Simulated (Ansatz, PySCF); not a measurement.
## Diamond: how far can PBE be trusted?

Programs: Ansatz (a quantum-chemistry and plane-wave program), PySCF.

| property | PBE | LDA | r²SCAN | HSE06 | PBE0 | reference | PBE less reference |
|---|---|---|---|---|---|---|---|
| lattice parameter a (Å) | 3.572 | 3.532 | 3.560 | 3.546 | 3.545 | 3.553 (3.543–3.555) | +0.53 % |
| bulk modulus (GPa) | 433 | 468 | 451 | 470 | 471 | 455 | -4.8 % |
| cohesive energy (eV/atom) | 7.72 | 8.95 | 7.50 | 7.64 | 7.63 | 7.55 | +0.17 eV/atom |
| band gap (eV), at the measured cell | 4.14 (indirect) | 4.10 | 4.35 | 5.29 | 6.03 | 5.48 | -1.34 eV |
| electronic dielectric constant ε∞ | 5.85 | 5.77 | 5.78 | – | – | 5.7* | +2.6 % |
| dielectric constant ε0 (ions relaxed) | 5.85 | 5.77 | 5.78 | – | – | 5.7* | +2.6 % |
| TO(Γ) frequency (cm⁻¹) | 1290 | 1323 | 1324 | – | – | 1333 | -3.2 % |
| zone-centre LO phonon frequency (cm⁻¹) | 1290 | 1323 | 1324 | – | – | – | – |
| elastic constant C11 (GPa) | 1051 | 1105 | 1112 | 1137 | 1138 | 1081 | -2.8 % |
| elastic constant C44 (GPa) | 558 | 594 | 587 | 608 | 609 | 579 | -3.6 % |
| polycrystal shear modulus (GPa) | 518 | 544 | 549 | 562 | 563 | – | – |
| direct gap at Γ (eV), at the measured cell | 5.60 | 5.54 | 5.88 | 6.98 | 7.70 | – | – |

PBE is well off the measurement for the band gap (-1.34 eV, at least halved by HSE06, PBE0). It does well for the bulk modulus (-4.8 %), elastic constant C11 (-2.8 %), elastic constant C44 (-3.6 %). In between, or not called against an uncorrected reference: lattice constant a (+0.53 %), cohesive energy (+0.17 eV/atom), high-frequency dielectric constant (+2.6 %), static dielectric constant (+2.6 %), zone-centre TO phonon frequency (-3.2 %). Where no measured value is used, PBE differs from r²SCAN by -2.6 % in the zone-centre LO phonon frequency; from HSE06 by -7.8 % in the Voigt–Reuss–Hill shear modulus; from HSE06 by -1.38 eV in the direct gap at Γ.

A star marks values at room or unstated temperature without corrections; heat and zero-point motion as a rule enlarge cells and lower moduli and gaps.

Low-temperature values still hold zero-point motion unless their source removed it.

Called good within 0.30 % for the lattice constant a, 5.0 % for the bulk modulus, 0.10 eV/atom for the cohesive energy (and 5 % of it), 0.10 eV for the band gap (and a fifth of it), 2.0 % for the zone-centre TO phonon frequency, 5.0 % for the elastic constant C11, 5.0 % for the elastic constant C44.

Called well off beyond 0.70 % for the lattice constant a, 12.5 % for the bulk modulus, 0.25 eV/atom for the cohesive energy, 0.96 eV for the band gap, 25 % for the high-frequency dielectric constant, 25 % for the static dielectric constant, 5.0 % for the zone-centre TO phonon frequency, 12.5 % for the elastic constant C11, 12.5 % for the elastic constant C44 (bounds picked here from the quality of each reference).

Brackets give the range of the sources taken for a reference, where it is wide.

Differences are worked out from the printed values.

The references are measured values: lattice constant a corrected to a static lattice, bulk modulus corrected to a static lattice, cohesive energy corrected to a static lattice, band gap low temperature, high-frequency dielectric constant room temperature, static dielectric constant room temperature, zone-centre TO phonon frequency low temperature, elastic constant C11 low temperature, elastic constant C44 low temperature.

Unless a row names a cell, each level is at its own relaxed cell.

Density-functional gaps are differences of (generalised) Kohn–Sham levels.

Ansatz's density-functional and Hartree–Fock values are scalar-relativistic unless marked +SOC, with PAW data made under PBE.

References as tabulated in Mejia-Rodriguez and Trickey (2018), arXiv:1807.09216; Tanner et al. (2021), arXiv:2110.11888; arXiv:1206.3780; Skelton et al. (2020), arXiv:2005.00277 and others.
